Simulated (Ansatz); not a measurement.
This geometry of C2H6N2 (10 atoms, charge 0, multiplicity 1) is a first-order saddle point.

Theory: RKS PBE0-D4/def2-SVP (Ansatz 0.2.0).

```xyz
10
Properties=species:S:1:pos:R:3
N -1.208 1.188 0.277
C -0.917 -0.022 0.034
C 0.434 -0.571 0.437
N 1.538 -0.051 -0.350
H -2.130 1.424 -0.101
H -1.594 -0.708 -0.515
H 0.604 -0.310 1.495
H 0.431 -1.671 0.373
H 1.507 0.968 -0.314
H 1.417 -0.298 -1.332
```

(1) Which two structures does it join? (They come from a converged band through this point; their orientation in space is the band's.)

(2) How far does it lie above each of them?

Results:

(1) No bond is made or broken. The dihedral H6–C2–C3–H7 goes from -56 to 178°.

First end point:

```xyz
10
Properties=species:S:1:pos:R:3
N -1.029 0.967 -0.712
C -0.931 -0.064 0.019
C 0.414 -0.600 0.429
N 1.561 0.124 -0.053
H -2.011 1.190 -0.893
H -1.806 -0.632 0.399
H 0.436 -0.651 1.535
H 0.470 -1.657 0.108
H 1.476 1.097 0.241
H 1.505 0.175 -1.070
```

Last end point:

```xyz
10
Properties=species:S:1:pos:R:3
N -1.630 0.684 0.761
C -0.871 0.058 -0.039
C 0.449 -0.514 0.393
N 1.585 -0.026 -0.365
H -2.469 1.016 0.275
H -1.106 -0.083 -1.117
H 0.581 -0.286 1.463
H 0.412 -1.615 0.303
H 1.628 0.991 -0.322
H 1.505 -0.275 -1.349
```

(2) 17.2 kJ/mol above the first and 4.8 kJ/mol above the second. This is the barrier of this one path; another mechanism may lie lower.

Run time: 2.9 min on 1 thread of Intel(R) Xeon(R) Processor @ 2.70GHz (shared host), peak memory 0.17 GiB.
